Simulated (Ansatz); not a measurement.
The first iterations of a band of FH + H6Si2 (10 atoms, charge 0, multiplicity 1).

These are results of Ansatz, RKS r2SCAN/6-31G*, not measurements.

- movable images: 5
- climbing image: yes
- spring: 5.0 eV/Å²
- optimiser: quadratic models (default)
- start path: through a guess of the saddle point
- force threshold: 0.05 eV/Å
- iteration limit: 60
- end points: relaxed

Initial state:

```xyz
10
Properties=species:S:1:pos:R:3
Si 0.269 -0.062 0.098
Si 0.223 -0.005 2.441
H -0.780 -0.977 2.966
H 1.546 -0.396 3.009
H -0.121 1.348 2.951
H 1.619 -0.461 -0.397
H -0.071 1.259 -0.493
H -0.701 -1.072 -0.420
F -2.487 0.641 1.202
H -2.672 -0.276 1.231
```

Final state:

```xyz
10
Properties=species:S:1:pos:R:3
Si -0.415 0.434 -0.760
Si -0.196 -0.444 3.291
H -0.195 -1.085 4.633
H 0.821 -1.103 2.428
H 0.133 0.999 3.428
H -0.071 1.264 0.423
H 0.671 0.527 -1.770
H -0.599 -0.981 -0.345
F -1.785 0.982 -1.410
H -1.540 -0.592 2.671
```

| iteration | highest image above the first end (eV) | largest band force component (eV/Å) |
| --- | --- | --- |
| 1 | 10.626 | 22.761 |
| 2 | 3.682 | 9.012 |
| 3 | 1.864 | 4.686 |
| 4 | 1.833 | 2.392 |
| 5 | 1.795 | 2.050 |
| 6 | 1.368 | 3.033 |

Does the band converge within its limit, and where does its top end?

It converged. It ended after 19 iterations with the highest image 1.514 eV above the first end. Neighbouring images differ by up to 2.3 eV, so the band resolves the path poorly. A vibrational analysis at the climbing image gives one clearly imaginary mode, 1022i cm⁻¹: a first-order saddle point. The orbitals stay closed-shell, which can raise the energy where a bond breaks towards radicals; this wasn't checked here.

The run took 2.8 min on 1 thread of Intel(R) Xeon(R) 6975P-C (Granite Rapids), on a shared host, peak memory 0.14 GiB.
